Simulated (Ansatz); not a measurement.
Born–Oppenheimer molecular dynamics of CH$_{6}$AlSi (9 atoms, charge 1, multiplicity 1). It starts from a relaxed structure.

Computed with RKS B3LYP/6-31G* in Ansatz 0.2.0.

```yaml
ensemble: NVT, Langevin thermostat
time_step: 0.5 fs
steps_asked: 150
set_temperature: 100 K
friction: 0.01 /fs
seed: 602281
```

First frame:

```xyz
9
Properties=species:S:1:pos:R:3
C -0.611 1.429 -0.648
Si 0.235 -0.218 -0.559
Al 0.607 -1.747 1.445
H 0.095 2.174 -1.047
H -1.011 1.783 0.304
H -1.426 1.372 -1.387
H 0.727 -0.601 -1.911
H 1.980 -1.459 2.148
H -0.597 -2.733 1.655
```

Question: What does the run give?

Answer: All steps were run.

| Quantity | Value |
| --- | --- |
| steps done | 150 |
| time covered | 75 fs |
| mean temperature over the second half | 62 K |
| spread of the potential energy over the second half | 1.4 meV per atom |
| mean potential energy of the second half above the start | 6.3 meV per atom |

The mean temperature of the second half is 38 % below the set value. A run of 0.075 ps of so small a system gives no equilibrium averages. Limits of this set-up: the dipole of an ion depends on the origin.

Question: What happens to the structure?

Answer: The same pairs are bonded in the first frame and the last. Pairs count as bonded within 1.25 times the sum of covalent radii (0.12 Å more for H–H). This is one draw of velocities; another would differ in detail.

Question: How do temperature and energy run in time?

Answer: 
```
time (fs)  T (K)  potential energy less start (eV)
      0.0     89                             0.000
      6.0     63                             0.052
     12.0     49                             0.044
     18.0     49                             0.049
     24.0     48                             0.045
     30.0     39                             0.066
     36.0     59                             0.051
     42.0     64                             0.043
     48.0     44                             0.074
     54.0     67                             0.057
     60.0     86                             0.039
     66.0     70                             0.040
     72.0     43                             0.078
```

Time of the run: 11 min on 1 CPU thread of a shared host.
